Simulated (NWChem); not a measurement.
The numbers come from NWChem runs, not from measurements. System: carbon tetrachloride (CCl₄), charge 0, spin multiplicity 1, at a geometry optimised with B3LYP/def2-SVP. Level: CCSD(T)/def2-SVP, 21 core orbitals frozen.

Input file:

```
start mol
memory heap 100 mb stack 700 mb global 1900 mb
geometry units angstroms nocenter noautoz
  Cl     1.459501     0.000000     1.032002
  C      0.000000     0.000000    -0.000025
  Cl    -1.459501     0.000000     1.032002
  Cl     0.000000     1.459486    -1.031998
  Cl     0.000000    -1.459486    -1.031998
  symmetry group C2v
end
basis spherical
  * library def2-svp
end
scf
  rhf
  nopen 0
  maxiter 100
  thresh 1e-7
  semidirect memsize 60000000 filesize 0
end
ccsd
  freeze core 21
  maxiter 60
end
task ccsd(t) energy
```

Part of the output:

```
             Northwest Computational Chemistry Package (NWChem) 7.3.0
             --------------------------------------------------------

                                NWChem Input Module
                                -------------------

 Scaling coordinates for geometry "geometry" by  1.889725989
 (inverse scale =  0.529177249)

 Turning off AUTOSYM since
 SYMMETRY directive was detected!

                             Geometry "geometry" -> ""
                             -------------------------

 Output coordinates in angstroms (scale by  1.889725989 to convert to a.u.)

  No.       Tag          Charge          X              Y              Z
 ---- ---------------- ---------- -------------- -------------- --------------
    1 Cl                  17.0000     1.45950100     0.00000000     1.03200200
    2 C                    6.0000     0.00000000     0.00000000    -0.00002500
    3 Cl                  17.0000    -1.45950100     0.00000000     1.03200200
    4 Cl                  17.0000     0.00000000     1.45948600    -1.03199800
    5 Cl                  17.0000     0.00000000    -1.45948600    -1.03199800

 Effective nuclear repulsion energy (a.u.)     435.1409946123

            Nuclear Dipole moment (a.u.)
            ----------------------------
        X                 Y               Z
 ---------------- ---------------- ----------------
     0.0000000000     0.0000000000    -0.0000264562

      Symmetry information
      --------------------

 Group name             C2v
 Group number             16
 Group order               4
 No. of unique centers     3

      Symmetry unique atoms

     1    2    4


 Summary of "ao basis" -> "" (spherical)
 ------------------------------------------------------------------------------
       Tag                 Description            Shells   Functions and Types
 ---------------- ------------------------------  ------  ---------------------
 *                          def2-svp                  on all atoms

 Summary of "ao basis" -> "ao basis" (spherical)
 ------------------------------------------------------------------------------
       Tag                 Description            Shells   Functions and Types
 ---------------- ------------------------------  ------  ---------------------
 Cl                         def2-svp                 8       18   4s3p1d
 C                          def2-svp                 6       14   3s2p1d

                                 NWChem SCF Module
                                 -----------------

  ao basis        = "ao basis"
  functions       =    86
  atoms           =     5
  closed shells   =    37
  open shells     =     0
  charge          =   0.00
  wavefunction    = RHF
  use symmetry    = T
  symmetry adapt  = T

 Summary of "ao basis" -> "ao basis" (spherical)
 ------------------------------------------------------------------------------
       Tag                 Description            Shells   Functions and Types
 ---------------- ------------------------------  ------  ---------------------
 Cl                         def2-svp                 8       18   4s3p1d
 C                          def2-svp                 6       14   3s2p1d

      Symmetry analysis of basis
      --------------------------

        a1         33
        a2         11
        b1         21
        b2         21

 Forming initial guess at       0.0s

      Superposition of Atomic Density Guess
      -------------------------------------

 Sum of atomic energies:       -1874.91888732

      Non-variational initial energy
      ------------------------------

 Total energy =   -1875.989888
 1-e energy   =   -3459.413309
 2-e energy   =    1148.282426
 HOMO         =      -0.376638
 LUMO         =       0.026507

      Symmetry analysis of molecular orbitals - initial
      -------------------------------------------------

  Numbering of irreducible representations:

     1 a1          2 a2          3 b1          4 b2

  Orbital symmetries:

     1 b2          2 a1          3 b1          4 a1          5 a1
     6 a1          7 b2          8 a1          9 b1         10 a1
    11 b2         12 a1         13 b1         14 b1         15 a1
    16 b2         17 b2         18 a2         19 b1         20 a1
    21 a2         22 a1         23 b2         24 a1         25 b1
    26 a1         27 b2         28 b1         29 a1         30 a2
    31 a1         32 b2         33 a1         34 b1         35 b1
    36 b2         37 a2         38 a1         39 b1         40 a1
    41 b2         42 a1         43 b2         44 a1         45 b1
    46 b1         47 b2

 Starting SCF solution at       0.2s

 ----------------------------------------------
         Quadratically convergent ROHF

 Convergence threshold     :          1.000E-07
 Maximum no. of iterations :          100
 Final Fock-matrix accuracy:          1.000E-09
 ----------------------------------------------

              iter       energy          gnorm     gmax       time
             ----- ------------------- --------- --------- --------
                 1    -1874.9956563542  1.66D+00  5.55D-01      0.2
                 2    -1875.1782256302  3.87D-01  1.39D-01      0.2
                 3    -1875.1938131263  2.23D-01  6.08D-02      0.3
                 4    -1875.1991425676  1.34D-02  3.27D-03      0.3
                 5    -1875.1991626836  4.55D-05  1.28D-05      0.4
                 6    -1875.1991626837  5.39D-09  2.48D-09      0.4

       Final RHF  results
       ------------------

         Total SCF energy =  -1875.199162683728
      One-electron energy =  -3457.917718368936
[...]
          Number of shells:                      38
          Number of occupied orbitals:           37
          Number of occ. correlated orbitals:    16
          Block length:                          16
          Superscript MO index range:     22 -   37
          Subscript MO index range:       22 -   86
          MO coefficients read from:  ./mol.movecs
          Number of operator matrices in core:  272
          Half-transformed integrals produced

     Pass:    1     Index range:   22  -   37     Time:      1.61
 ------------------------------------------
 MP2 Energy (coupled cluster initial guess)
 ------------------------------------------
 Reference energy:          -1875.199162683727764
 MP2 Corr. energy:             -0.682498559134219
 Total MP2 energy:          -1875.881661242862037

 ****************************************************************************
              the segmented parallel ccsd program:    1 nodes
 ****************************************************************************

 level of theory    ccsd(t)
 number of core        21
 number of occupied    16
 number of virtual     49
 number of deleted      0
 total functions       86
 number of shells      38
 basis label          566

   ***** ccsd parameters *****
   iprt   =     0
   convi  =  0.100E-05
   maxit  =    60
   mxvec  =     5
 memory            104846668
  Using  1 OpenMP thread(s) in CCSD
  IO offset    20.000000000000000
  IO error message >End of File
  file_read_ga: failing reading from ./mol.t2
  Failed reading restart vector from ./mol.t2
  Using MP2 initial guess vector

-------------------------------------------------------------------------
 iter     correlation     delta       rms       T2     Non-T2      Main
             energy      energy      error      ampl     ampl      Block
                                                time     time      time
-------------------------------------------------------------------------
   1     -0.7049002979 -7.049D-01  6.543D-03     4.36     0.00     4.14
   2     -0.7218973478 -1.700D-02  1.018D-01     4.19     0.00     4.00
   3     -0.7226380428 -7.407D-04  7.553D-03     4.26     0.01     4.06
   4     -0.7244895613 -1.852D-03  1.057D-03     4.21     0.01     4.02
   5     -0.7247214776 -2.319D-04  1.665D-03     4.23     0.01     4.03
   6     -0.7247153429  6.135D-06  1.698D-04     4.19     0.00     4.00
   7     -0.7247108110  4.532D-06  2.321D-04     4.21     0.01     4.02
   8     -0.7247085818  2.229D-06  1.165D-04     4.20     0.00     4.01
   9     -0.7247084228  1.590D-07  2.051D-05     4.19     0.00     4.00
  10     -0.7247089110 -4.882D-07  3.053D-06     4.21     0.01     4.02
  11     -0.7247089690 -5.803D-08  1.548D-06     4.21     0.01     4.01
  12     -0.7247090482 -7.922D-08  3.321D-07     4.22     0.00     4.03
                  *************converged*************
-------------------------------------------------------------------------

 -----------
 CCSD Energy
 -----------
 Reference energy:           -1875.199162683727764
 CCSD corr. energy:             -0.724709048213119
 Total CCSD energy:          -1875.923871731940835

 --------------------------------
 Spin Component Scaled (SCS) CCSD
 --------------------------------
 Same spin contribution:                 -0.171703295528872
 Same spin scaling factor:                1.130000000000000
 Opposite spin contribution:             -0.553005752684248
 Opposite spin scaling fact.:             1.270000000000000
 SCS-CCSD correlation energy:            -0.896342029856620
 Total SCS-CCSD energy:               -1876.095504713584432
 memory            104846668

*********triples calculation*********

nkpass=    1; nvpass=    1; memdrv=         243628; memtrn=         879648; memavail=      104845868
 memory available/node                      104845868
 total number of virtual orbitals        49
 number of virtuals per integral pass    49
 number of integral evaluations           1
 number of occupied per triples pass     16
 number of triples passes                 1

 commencing integral evaluation        1 at          52.40
  symmetry use  T
task         2 out of       741 done   0%  at       0.0 secs
task        43 out of       741 done   5%  at       0.1 secs
task        75 out of       741 done  10%  at       0.3 secs
task       122 out of       741 done  16%  at       0.3 secs
task       151 out of       741 done  20%  at       0.4 secs
task       186 out of       741 done  25%  at       0.5 secs
task       223 out of       741 done  30%  at       0.6 secs
task       260 out of       741 done  35%  at       0.6 secs
task       297 out of       741 done  40%  at       0.7 secs
task       334 out of       741 done  45%  at       0.8 secs
task       375 out of       741 done  50%  at       0.8 secs
task       408 out of       741 done  55%  at       0.9 secs
task       446 out of       741 done  60%  at       0.9 secs
task       485 out of       741 done  65%  at       1.0 secs
task       523 out of       741 done  70%  at       1.0 secs
task       557 out of       741 done  75%  at       1.1 secs
task       593 out of       741 done  80%  at       1.1 secs
task       633 out of       741 done  85%  at       1.2 secs
task       668 out of       741 done  90%  at       1.2 secs
task       704 out of       741 done  95%  at       1.2 secs
task       741 out of       741 done 100%  at       1.3 secs
 commencing triples evaluation - blocking       1
 ccsd(t): done        1 out of       49 progress:    2.0%
 ccsd(t): done        2 out of       49 progress:    4.1%
 ccsd(t): done        3 out of       49 progress:    6.1%
 ccsd(t): done        4 out of       49 progress:    8.2%
 ccsd(t): done        5 out of       49 progress:   10.2%
 ccsd(t): done        6 out of       49 progress:   12.2%
 ccsd(t): done        7 out of       49 progress:   14.3%
 ccsd(t): done        8 out of       49 progress:   16.3%
 ccsd(t): done        9 out of       49 progress:   18.4%
 ccsd(t): done       10 out of       49 progress:   20.4%
 ccsd(t): done       11 out of       49 progress:   22.4%
 ccsd(t): done       12 out of       49 progress:   24.5%
 ccsd(t): done       13 out of       49 progress:   26.5%
 ccsd(t): done       14 out of       49 progress:   28.6%
 ccsd(t): done       15 out of       49 progress:   30.6%
 ccsd(t): done       16 out of       49 progress:   32.7%
 ccsd(t): done       17 out of       49 progress:   34.7%
 ccsd(t): done       18 out of       49 progress:   36.7%
 ccsd(t): done       19 out of       49 progress:   38.8%
 ccsd(t): done       20 out of       49 progress:   40.8%
 ccsd(t): done       21 out of       49 progress:   42.9%
 ccsd(t): done       22 out of       49 progress:   44.9%
 ccsd(t): done       23 out of       49 progress:   46.9%
 ccsd(t): done       24 out of       49 progress:   49.0%
 ccsd(t): done       25 out of       49 progress:   51.0%
 ccsd(t): done       26 out of       49 progress:   53.1%
 ccsd(t): done       27 out of       49 progress:   55.1%
 ccsd(t): done       28 out of       49 progress:   57.1%
 ccsd(t): done       29 out of       49 progress:   59.2%
 ccsd(t): done       30 out of       49 progress:   61.2%
 ccsd(t): done       31 out of       49 progress:   63.3%
 ccsd(t): done       32 out of       49 progress:   65.3%
 ccsd(t): done       33 out of       49 progress:   67.3%
 ccsd(t): done       34 out of       49 progress:   69.4%
 ccsd(t): done       35 out of       49 progress:   71.4%
 ccsd(t): done       36 out of       49 progress:   73.5%
 ccsd(t): done       37 out of       49 progress:   75.5%
 ccsd(t): done       38 out of       49 progress:   77.6%
 ccsd(t): done       39 out of       49 progress:   79.6%
 ccsd(t): done       40 out of       49 progress:   81.6%
 ccsd(t): done       41 out of       49 progress:   83.7%
 ccsd(t): done       42 out of       49 progress:   85.7%
 ccsd(t): done       43 out of       49 progress:   87.8%
 ccsd(t): done       44 out of       49 progress:   89.8%
 ccsd(t): done       45 out of       49 progress:   91.8%
 ccsd(t): done       46 out of       49 progress:   93.9%
 ccsd(t): done       47 out of       49 progress:   95.9%
 ccsd(t): done       48 out of       49 progress:   98.0%
 ccsd(t): done       49 out of       49 progress:  100.0%
 Time for integral evaluation pass     1        1.34
 Time for triples evaluation pass      1        7.17

 pseudo-e(mp4)  -0.21809651970973E-01
 pseudo-e(mp5)   0.92450129514993E-03
        e(t)    -0.20885150675823E-01

 --------------
 CCSD(T) Energy
 --------------
 Reference energy:                   -1875.199162683727764

 CCSD corr. energy:                     -0.724709048213119
 T(CCSD) corr. energy:                  -0.021809651970973
 Total CCSD+T(CCSD) energy:          -1875.945681383911960

 CCSD corr. energy:                     -0.724709048213119
 (T) corr. energy:                      -0.020885150675823
 Total CCSD(T) energy:               -1875.944756882616730

 routine      calls  cpu(0)   cpu-min  cpu-ave  cpu-max   i/o
 aoccsd          1     0.02     0.02     0.02     0.02    0.00
 iterdrv         1     0.02     0.02     0.02     0.02    0.00
 pampt          12     0.12     0.12     0.12     0.12    0.00
 t2pm           12     0.27     0.27     0.27     0.27    0.00
 sxy            12     0.54     0.54     0.54     0.54    0.00
 ints      6018804    32.22    32.22    32.22    32.22    0.00
 t2eri        8892    13.13    13.13    13.13    13.13    0.00
 idx2         8892     1.59     1.59     1.59     1.59    0.00
 idx34          12     0.21     0.21     0.21     0.21    0.00
 ht2pm          12     0.39     0.39     0.39     0.39    0.00
 itm            12     1.58     1.58     1.58     1.58    0.00
 pdiis          12     0.06     0.06     0.06     0.06    0.00
 triples         1     0.00     0.00     0.00     0.00    0.00
 rdtrpo          1     0.01     0.01     0.01     0.01    0.00
 trpmos          1     1.34     1.34     1.34     1.34    0.00
 trpdrv          1     0.90     0.90     0.90     0.90    0.00
 dovvv      213248     2.88     2.88     2.88     2.88    0.00
 doooo      213248     1.13     1.13     1.13     1.13    0.00
 tengy      200704     2.16     2.16     2.16     2.16    0.00
 Total                58.55    58.55    58.55    58.55    0.00

 Task  times  cpu:       61.4s     wall:       61.4s

 Total times  cpu:       61.4s     wall:       61.4s
```
